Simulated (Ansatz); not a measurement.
## Scan of B–AlH$_{2}$, triplet

Starting geometry (PBE0/def2-TZVP stationary point for this spin, not checked as a minimum):

```xyz
4

B     0.0000    0.0000    1.5511
Al    0.0000    0.0000   -0.5282
H     0.0000   -1.4113   -1.2487
H     0.0000    1.4113   -1.2487
```

From there all distances are scaled together; atoms are numbered as listed. Energies are in kcal/mol, counted from the starting geometry at the same level.

Basis 6-31G; Ansatz 0.2.0. Only valence electrons are correlated (noble-gas cores frozen). R marks a restricted (for open shells ROHF) determinant, U an unrestricted one. Active spaces: valence = (8e, 10o) chosen from the atoms' valence shells.

Unrestricted rows (U) aren't spin-pure: their determinants' ⟨S²⟩ exceeds S(S+1) by up to 0.93, so they mix in states of higher spin. Coupled cluster chose its determinant by a search with trial CCSD, here up to 1.04 eV above the lowest Hartree–Fock solution of its kind. Runs in a small pair space aren't shown, since their orbitals change along the scan. A value is left out where its run failed or describes another state than the reference as far as symmetry and spin tell, or, spin-broken singlets apart, can't be checked. The reference follows the lowest state, whose symmetry changes from B1 to A1 between 1.507 and 1.720.

Full CI is exact within this basis and frozen core; it isn't the basis-set limit. The frozen core follows each run's orbitals, which can shift R against U totals by a few meV.

```tsv
scale of all distances	full CI	unpaired electrons (full CI)	error UMP2	error UCCSD	error RCCSD(T)	error RCCSDT	error RCCSDT(Q)	error CASSCF (valence space)
0.873	38.7	2.04	-1.8	-0.3	-0.2	0.0	0.0	0.8
1.000	0.0	2.05	0.0	0.0	0.0	0.0	0.0	0.0
1.116	7.1	2.07	3.3	0.6	0.3	0.1	0.0	-0.4
1.311	47.8	2.19	13.1	2.2	1.1	0.2	0.1	-0.5
1.507	83.7	2.35	18.3	1.9	1.2	0.2	0.1	-0.3
1.720	104.7	2.42	14.3	0.1	0.3*	0.0*	0.0*	-1.3
2.025	120.1	2.79	10.4	-0.2	0.2*	0.0*	0.0*	-2.1
2.377	131.0	3.40	5.4	-0.4	–	–	–	-3.6
```

An asterisk marks runs whose energy the program itself flagged as in doubt.

Unpaired electrons are Σ n²(2−n)² over natural occupations. Errors are those of relative energies. In total energy the starting point itself misses full CI by: UMP2 18.7, UCCSD 1.9, RCCSD(T) 0.7, RCCSDT 0.1, RCCSDT(Q) 0.0, CASSCF (valence space) 13.9 kcal/mol.

Spread of the error over the points with a reference, to 2.377 (largest less smallest): RCCSDT(Q) 0.1 (7 of 8 points), RCCSDT 0.3 (7 of 8 points), RCCSD(T) 1.3 (7 of 8 points), UCCSD 2.6, CASSCF (valence space) 4.4, UMP2 20.1 kcal/mol.

Going outwards, the relative energy of UMP2 first misses by more than 1.0 kcal/mol at 1.116.

CASSCF lacks dynamic correlation, of which the bound molecule has more, so its curve rises 3.6 kcal/mol too little out to 2.377.
